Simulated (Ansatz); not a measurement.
Ansatz (a program for electronic structure) input (B3LYP-D3(BJ)/def2-TZVP):

Ansatz 0.2 input:
```yaml
crystal:
  periodic: [false, false, false]
  atoms:
    - {symbol: C, position_ang: [-0.00357159, -0.02038348, 0.61173381]}
    - {symbol: C, position_ang: [0.00315626, -0.82776087, -0.63208033]}
    - {symbol: C, position_ang: [0.00454828, 0.66782690, -0.73696233]}
    - {symbol: C, position_ang: [-0.01060130, 0.01039172, 1.87298513]}
    - {symbol: H, position_ang: [-0.90264951, -1.36127341, -0.88419240]}
    - {symbol: H, position_ang: [0.91117976, -1.36226004, -0.87380195]}
    - {symbol: H, position_ang: [0.91605117, 1.17238620, -1.02118391]}
    - {symbol: H, position_ang: [-0.90292027, 1.17338055, -1.03198514]}
    - {symbol: H, position_ang: [-0.01512170, 0.65180793, 2.71606299]}
basis:
  gaussian:
    orbitals: def2-TZVP
hamiltonian:
  xc: b3lyp
  dispersion: d3bj
magnetization: {spin_polarized: true, initial_magnetization: 1}
relax: {f_tol: 0.002, max_steps: 150}
```

Output:

```
Functional definition: B3LYP
integrals: 0.05 GiB planned
940 factors; their error is unknown
mean field: 0.73 GiB planned
mean field evaluation 1: about -4218.5037 eV, gradient 4.2e1 eV
mean field evaluation 2: about -4211.6064 eV, gradient 5.5e1 eV
mean field evaluation 4: about -4227.0278 eV, gradient 3.8e0 eV
mean field evaluation 8: about -4227.1050 eV, gradient 1.2e-1 eV
mean field evaluation 16: about -4227.0911 eV, gradient 1.2e-3 eV
mean field -4227.09108102 eV, -155.3427320022 hartree, gradient 2.6e-5 eV, S^2 0.759291; 0 other end points of the search recorded, 0 dependent functions left out
the calculation of the forces begins
reference -4227.09132910 eV, -155.3427411190 hartree; 15, 14 occupied and 139, 140 virtual orbitals, 940 factors
relax step   1: F+E_penalty+E_count = -4227.34635713 eV  Δ(F+E_penalty+E_count) = +0.000e0 eV  max|allowed force component| = 1.474e0 eV/Å  Δτ_max = 0.0000 Å  (35 SCF iters, accepted)
these checks for a lower state are left out or cut short: starts, cluster_reference, orbital_swaps, neighbouring_geometries, increment
integrals: 0.05 GiB planned
940 factors; their error is unknown
mean field: 0.73 GiB planned
mean field -4227.11056698 eV, -155.3434480979 hartree, gradient 2.5e-5 eV, S^2 0.759585; 0 other end points of the search recorded, 0 dependent functions left out
the calculation of the forces begins
reference -4227.11081573 eV, -155.3434572395 hartree; 15, 14 occupied and 139, 140 virtual orbitals, 940 factors
relax step   2: F+E_penalty+E_count = -4227.36535875 eV  Δ(F+E_penalty+E_count) = -1.900e-2 eV  max|allowed force component| = 5.705e-1 eV/Å  Δτ_max = 0.0167 Å  (38 SCF iters, accepted)
these checks for a lower state are left out or cut short: starts, cluster_reference, orbital_swaps, neighbouring_geometries, increment
integrals: 0.05 GiB planned
940 factors; their error is unknown
mean field: 0.73 GiB planned
mean field evaluation 32: about -4227.1170 eV, gradient 3.3e-4 eV
mean field -4227.11699290 eV, -155.3436842464 hartree, gradient 2.6e-5 eV, S^2 0.759656; 0 other end points of the search recorded, 0 dependent functions left out
the calculation of the forces begins
reference -4227.11724235 eV, -155.3436934133 hartree; 15, 14 occupied and 139, 140 virtual orbitals, 940 factors
relax step   3: F+E_penalty+E_count = -4227.37181618 eV  Δ(F+E_penalty+E_count) = -6.457e-3 eV  max|allowed force component| = 1.107e-1 eV/Å  Δτ_max = 0.0198 Å  (37 SCF iters, accepted)
these checks for a lower state are left out or cut short: starts, cluster_reference, orbital_swaps, neighbouring_geometries, increment
integrals: 0.05 GiB planned
940 factors; their error is unknown
mean field: 0.73 GiB planned
mean field -4227.11938923 eV, -155.3437723097 hartree, gradient 1.7e-5 eV, S^2 0.759654; 0 other end points of the search recorded, 0 dependent functions left out
the calculation of the forces begins
reference -4227.11963927 eV, -155.3437814987 hartree; 15, 14 occupied and 139, 140 virtual orbitals, 940 factors
relax step   4: F+E_penalty+E_count = -4227.37465307 eV  Δ(F+E_penalty+E_count) = -2.837e-3 eV  max|allowed force component| = 6.495e-2 eV/Å  Δτ_max = 0.0490 Å  (38 SCF iters, accepted)
these checks for a lower state are left out or cut short: starts, cluster_reference, orbital_swaps, neighbouring_geometries, increment
integrals: 0.05 GiB planned
940 factors; their error is unknown
mean field: 0.73 GiB planned
mean field -4227.11950254 eV, -155.3437764739 hartree, gradient 2.2e-5 eV, S^2 0.759626; 0 other end points of the search recorded, 0 dependent functions left out
the calculation of the forces begins
reference -4227.11975266 eV, -155.3437856657 hartree; 15, 14 occupied and 139, 140 virtual orbitals, 940 factors
relax step   5: F+E_penalty+E_count = -4227.37476362 eV  Δ(F+E_penalty+E_count) = -1.106e-4 eV  max|allowed force component| = 1.531e-2 eV/Å  Δτ_max = 0.0016 Å  (38 SCF iters, accepted)
these checks for a lower state are left out or cut short: starts, cluster_reference, orbital_swaps, neighbouring_geometries, increment
integrals: 0.05 GiB planned
940 factors; their error is unknown
mean field: 0.73 GiB planned
mean field -4227.11949363 eV, -155.3437761465 hartree, gradient 2.2e-5 eV, S^2 0.759626; 0 other end points of the search recorded, 0 dependent functions left out
the calculation of the forces begins
reference -4227.11974374 eV, -155.3437853379 hartree; 15, 14 occupied and 139, 140 virtual orbitals, 940 factors
relax step   6: F+E_penalty+E_count = -4227.37475638 eV  Δ(F+E_penalty+E_count) = +7.241e-6 eV  max|allowed force component| = 1.091e-2 eV/Å  Δτ_max = 0.0019 Å  (38 SCF iters, rejected (line search))
these checks for a lower state are left out or cut short: starts, cluster_reference, orbital_swaps, neighbouring_geometries, increment
integrals: 0.05 GiB planned
940 factors; their error is unknown
mean field: 0.73 GiB planned
mean field -4227.11949988 eV, -155.3437763763 hartree, gradient 2.2e-5 eV, S^2 0.759630; 0 other end points of the search recorded, 0 dependent functions left out
the calculation of the forces begins
reference -4227.11974999 eV, -155.3437855673 hartree; 15, 14 occupied and 139, 140 virtual orbitals, 940 factors
relax step   7: F+E_penalty+E_count = -4227.37476678 eV  Δ(F+E_penalty+E_count) = -3.158e-6 eV  max|allowed force component| = 2.562e-3 eV/Å  Δτ_max = 0.0005 Å  (38 SCF iters, accepted)
these checks for a lower state are left out or cut short: starts, cluster_reference, orbital_swaps, neighbouring_geometries, increment
integrals: 0.05 GiB planned
940 factors; their error is unknown
mean field: 0.73 GiB planned
mean field evaluation 64: about -4227.1330 eV, gradient 3.6e-1 eV
mean field -4227.11949848 eV, -155.3437763245 hartree, gradient 2.2e-5 eV, S^2 0.759628; 0 other end points of the search recorded, 0 dependent functions left out
the calculation of the forces begins
reference -4227.11974857 eV, -155.3437855154 hartree; 15, 14 occupied and 139, 140 virtual orbitals, 940 factors
relax step   8: F+E_penalty+E_count = -4227.37476624 eV  Δ(F+E_penalty+E_count) = +5.377e-7 eV  max|allowed force component| = 2.253e-3 eV/Å  Δτ_max = 0.0006 Å  (38 SCF iters, rejected (line search))
these checks for a lower state are left out or cut short: starts, cluster_reference, orbital_swaps, neighbouring_geometries, increment
integrals: 0.05 GiB planned
940 factors; their error is unknown
mean field: 0.73 GiB planned
mean field -4227.11950106 eV, -155.3437764194 hartree, gradient 2.2e-5 eV, S^2 0.759629; 0 other end points of the search recorded, 0 dependent functions left out
the calculation of the forces begins
reference -4227.11975116 eV, -155.3437856105 hartree; 15, 14 occupied and 139, 140 virtual orbitals, 940 factors
relax step   9: F+E_penalty+E_count = -4227.37476710 eV  Δ(F+E_penalty+E_count) = -3.288e-7 eV  max|allowed force component| = 2.087e-3 eV/Å  Δτ_max = 0.0003 Å  (39 SCF iters, accepted)
these checks for a lower state are left out or cut short: starts, cluster_reference, orbital_swaps, neighbouring_geometries, increment
integrals: 0.05 GiB planned
940 factors; their error is unknown
mean field: 0.73 GiB planned
mean field -4227.11950117 eV, -155.3437764235 hartree, gradient 2.2e-5 eV, S^2 0.759629; 0 other end points of the search recorded, 0 dependent functions left out
the calculation of the forces begins
reference -4227.11975127 eV, -155.3437856146 hartree; 15, 14 occupied and 139, 140 virtual orbitals, 940 factors
relax step  10: F+E_penalty+E_count = -4227.37476731 eV  Δ(F+E_penalty+E_count) = -2.063e-7 eV  max|allowed force component| = 3.124e-4 eV/Å  Δτ_max = 0.0002 Å  (38 SCF iters, accepted)
integrals: 0.05 GiB planned
940 factors; their error is unknown
mean field: 0.73 GiB planned
mean field evaluation 96: about -4227.1298 eV, gradient 6.4e-1 eV
mean field -4227.11950117 eV, -155.3437764235 hartree, gradient 2.2e-5 eV, S^2 0.759629; 1 other end points of the search recorded, 0 dependent functions left out
the calculation of the forces begins
reference -4227.11975127 eV, -155.3437856146 hartree; 15, 14 occupied and 139, 140 virtual orbitals, 940 factors
Total energy: -4227.37501741 eV, -155.3531664722 hartree
Atom 0 at    -0.003525    -0.049028     0.604398 Å, force    -0.000276    -0.000061    -0.000065 eV/Å
Atom 1 at     0.003198    -0.842906    -0.640018 Å, force     0.000115     0.000041    -0.000027 eV/Å
Atom 2 at     0.004432     0.671272    -0.706314 Å, force     0.000064     0.000071     0.000001 eV/Å
Atom 3 at    -0.010827    -0.007963     1.885274 Å, force     0.000312    -0.000004     0.000080 eV/Å
Atom 4 at    -0.908432    -1.363958    -0.908396 Å, force    -0.000003    -0.000041     0.000071 eV/Å
Atom 5 at     0.917266    -1.365035    -0.897805 Å, force    -0.000001     0.000008    -0.000016 eV/Å
Atom 6 at     0.920509     1.172550    -0.994277 Å, force     0.000000    -0.000130    -0.000145 eV/Å
Atom 7 at    -0.907728     1.173474    -1.004901 Å, force     0.000017     0.000119     0.000125 eV/Å
Atom 8 at    -0.014821     0.715709     2.682615 Å, force    -0.000229    -0.000003    -0.000024 eV/Å
Dipole moment:     0.001428     0.120979    -0.230496 e Å
```

It need not be the lowest isomer of its formula.
